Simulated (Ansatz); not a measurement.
Input file:

```yaml
crystal:
  periodic: [false, false, false]
  atoms:
    - {symbol: Al, position_ang: [0.000000, 0.000000, 0.187600]}
    - {symbol: P, position_ang: [0.000000, 0.000000, -1.956600]}
    - {symbol: H, position_ang: [0.000000, 0.000000, 1.769000]}
basis:
  gaussian: {orbitals: 6-31G}
total_charge: 1
magnetization: {spin_polarized: false, initial_magnetization: 2}
correlation: {method: fic_mrcisd_q, electrons: outside_noble_gas, active_space: {window: {electrons: 2, orbitals: 6}}}
```

```sh
$ ansatz run in.yaml --threads 1 --pin off --events-out ev --progress --plain --max-ram 2393MiB
```

Output:

```
310 factors; integrals over basis functions are off by at most 1.3e-4 eV
mean field evaluation 1: about -15859.9608 eV, gradient 9.5e0 eV
mean field evaluation 2: about -15859.9644 eV, gradient 9.5e0 eV
mean field evaluation 4: about -15860.4512 eV, gradient 1.4e0 eV
mean field evaluation 8: about -15860.4623 eV, gradient 6.7e-4 eV
mean field evaluation 16: about -15852.0374 eV, gradient 4.0e-3 eV
mean field evaluation 32: about -15852.3904 eV, gradient 2.5e0 eV
mean field evaluation 64: about -15860.4608 eV, gradient 3.6e-1 eV
mean field -15860.46227332 eV, -582.8612379371 hartree, gradient 3.6e-6 eV, S^2 2.000000; 7 other end points of the search recorded, 0 dependent functions left out
reference -15860.46227332 eV, -582.8612379371 hartree; 15, 13 occupied and 13, 15 virtual orbitals, 310 factors
state -15860.52168381 eV, -582.8634212324 hartree
contracted CI cycle   1: correlation 0.00000000 eV, 0.0000000000 hartree, residual 7.96e0 eV
contracted CI cycle   2: correlation -1.66813756 eV, -0.0613029246 hartree, residual 1.66e0 eV
contracted CI cycle   3: correlation -1.76415814 eV, -0.0648316157 hartree, residual 5.88e-1 eV
contracted CI cycle   4: correlation -1.77526039 eV, -0.0652396160 hartree, residual 2.40e-1 eV
contracted CI cycle   5: correlation -1.77738235 eV, -0.0653175966 hartree, residual 9.54e-2 eV
contracted CI cycle   6: correlation -1.77763756 eV, -0.0653269754 hartree, residual 3.27e-2 eV
contracted CI cycle   7: correlation -1.77766569 eV, -0.0653280092 hartree, residual 1.02e-2 eV
contracted CI cycle   8: correlation -1.77766859 eV, -0.0653281158 hartree, residual 3.33e-3 eV
contracted CI cycle   9: correlation -1.77766896 eV, -0.0653281294 hartree, residual 1.33e-3 eV
state -15860.52168381 eV, -582.8634212324 hartree; corrected -15862.40990752 eV, -582.9328121737 hartree
state -15860.51802203 eV, -582.8632866645 hartree
contracted CI cycle   1: correlation 0.00000000 eV, 0.0000000000 hartree, residual 7.96e0 eV
contracted CI cycle   2: correlation -1.65538562 eV, -0.0608342996 hartree, residual 1.77e0 eV
contracted CI cycle   3: correlation -1.76522167 eV, -0.0648707000 hartree, residual 6.34e-1 eV
contracted CI cycle   4: correlation -1.77898129 eV, -0.0653763566 hartree, residual 2.56e-1 eV
contracted CI cycle   5: correlation -1.78133184 eV, -0.0654627378 hartree, residual 1.07e-1 eV
contracted CI cycle   6: correlation -1.78169904 eV, -0.0654762322 hartree, residual 3.70e-2 eV
contracted CI cycle   7: correlation -1.78173913 eV, -0.0654777054 hartree, residual 1.18e-2 eV
contracted CI cycle   8: correlation -1.78174294 eV, -0.0654778452 hartree, residual 4.17e-3 eV
contracted CI cycle   9: correlation -1.78174343 eV, -0.0654778634 hartree, residual 1.81e-3 eV
contracted CI cycle  10: correlation -1.78174354 eV, -0.0654778675 hartree, residual 8.38e-4 eV
state -15860.51802203 eV, -582.8632866645 hartree; corrected -15862.41125333 eV, -582.9328616314 hartree
state -15860.51802203 eV, -582.8632866645 hartree; corrected -15862.41125333 eV, -582.9328616314 hartree
WARN: 2 active orbitals are nearly empty or full. The corrections depend on them more than the energy does, and are more stable in an active space without them
WARN: the results are in doubt because another end's mean lies 0.004 eV lower, and its corrected mean 0.001 eV higher
Total energy: -15862.41125333 eV, -582.9328616314 hartree
In doubt: another end's mean lies 0.004 eV lower, and its corrected mean 0.001 eV higher
```

Ran on 1 thread of Arm Neoverse V2, shared host: 2.1 s wall, 0.14 GiB peak host memory.
